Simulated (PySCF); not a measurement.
Which level of theory gave which numbers?

Species: C5H7N.
Cartesian coordinates in Å at the PBE0-D3(BJ)/def2-SVP level; atoms count from 1:
```xyz
13
C5H7N angstrom
C     -2.451   -0.896   -0.046
C     -1.140   -0.618   -0.114
C     -0.563    0.620    0.374
C      0.739    0.984    0.346
C      1.840    0.193   -0.187
N      3.033    0.647   -0.163
H     -2.857   -1.838   -0.422
H     -3.159   -0.184    0.389
H     -0.468   -1.360   -0.558
H     -1.276    1.330    0.809
H      1.037    1.956    0.750
H      1.587   -0.799   -0.604
H      3.677   -0.034   -0.576
```

The closed-shell ground state was solved 6 times with PySCF (density fitting, gas phase), always in the pcJ-1 basis (232 functions), with these functionals: B3LYP, BHandHLYP, CAM-B3LYP, HF, LDA and PBE0.

```tsv
row	total energy (Eh)	HOMO (eV)	LUMO (eV)	dipole (D)
P	-249.4569	-6.65	-1.93	2.40
Q	-247.1913	-6.15	-2.89	2.38
R	-247.8038	-8.75	2.01	2.70
S	-249.3058	-8.01	-0.64	2.43
T	-249.2831	-7.62	-0.67	2.52
U	-249.1403	-6.87	-1.77	2.43
```

**Question.** Which functional belongs to which row?

**Answer.** P = B3LYP, Q = LDA, R = HF, S = CAM-B3LYP, T = BHandHLYP, U = PBE0. By rising HOMO–LUMO gap: LDA (LDA) 3.26 eV; B3LYP (global hybrid, 20 % exact exchange) 4.72 eV; PBE0 (global hybrid, 25 % exact exchange) 5.10 eV; BHandHLYP (global hybrid, 50 % exact exchange) 6.95 eV; CAM-B3LYP (range-separated hybrid) 7.37 eV; HF (all exact exchange) 10.76 eV. Total energies of different functionals aren't bounds to one another; each is stationary for its own functional.

One conformer stands for the species.
